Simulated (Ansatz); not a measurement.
Saddle point of SiNH₇O, singlet (SiNH₅ ([NH2][SiH3]) + H₂O → SiNH₅O ([NH2][SiH2][OH]) + H₂; bonds formed: Si1–O7, H2–H6; bonds broken: Si1–H2, H6–O7), PBE0-D4/def2-TZVP structure:

Si1  (-0.537, -0.102, -0.176)
H2  (0.781, -1.208, -0.502)
H3  (-1.469, -1.053, -0.835)
H4  (-1.356, 1.162, -0.106)
N5  (-0.053, -0.149, 1.461)
H6  (1.081, -0.281, -1.161)
O7  (0.577, 0.656, -1.480)
H8  (-0.539, 0.396, 2.154)
H9  (0.504, -0.892, 1.846)
H10  (1.010, 1.471, -1.200)
(Å)

Energies are electronic, without zero-point energy. Barriers and step energies count from the start structure reached by relaxing down the imaginary mode; all methods use the PBE0-D4 structures, on which another method's saddle can fall below an end. Ansatz 0.2.0; basis: def2-TZVPP, with def2-QZVPP for the basis limit; cores frozen in the correlated methods. B3LYP uses VWN-RPA correlation. Extrapolation: Hartree–Fock as exp(−7.88 √X), correlation as X^−2.97.

```csv
method,barrier (eV),step energy (eV)
SPW92,0.759,-0.820
PBE-D4,1.142,-0.816
BLYP-D4,?,-0.896
r2SCAN-D4,1.223,-0.905
B97M-V,1.303,-0.857
PBE0-D4,1.281,-0.815
B3LYP-D4,1.414,-0.887
r2SCAN0-D4,1.323,-0.886
BHLYP-D4,1.574,-0.890
CAM-B3LYP-D4,?,-0.898
wB97X-V,1.421,-0.859
wB97M-V,1.373,-0.872
B2PLYP,1.460,-0.893
PBE-QIDH,?,-0.857
RPA on PBE,1.511,-0.821
HF,2.064,-0.859
MP2,1.415,-0.923
CCSD,1.576,-0.841
CCSD(T),1.481,-0.855
```

(1) Fill in the withheld barriers. (To be estimated.)

No T1 diagnostic of these runs exceeds 0.012.

## Answers

(1) By the calculation: CAM-B3LYP-D4 1.408; BLYP-D4 1.327; PBE-QIDH 1.384 eV. Each is the energy of the saddle less that of the start structure, by the same method.

For comparison, the barrier by CCSD(T) at an estimated basis limit (MP2 extrapolated from triple and quadruple zeta, plus CCSD(T) − MP2 in triple zeta) is 1.471 eV.

Labels in which every atom is bracketed show which atoms are joined, not bond orders.

For scale, one of the runs: CCSD(T)/def2-TZVPP, 202 basis functions, launched by `ansatz run in.yaml --threads 2 --pin off --events-out ev --progress --plain --max-ram 4352MiB`. Time: 62 s of wall clock on 2 CPU threads of an Arm Neoverse V2; the host was shared. Peak host memory: 2.5 GiB.
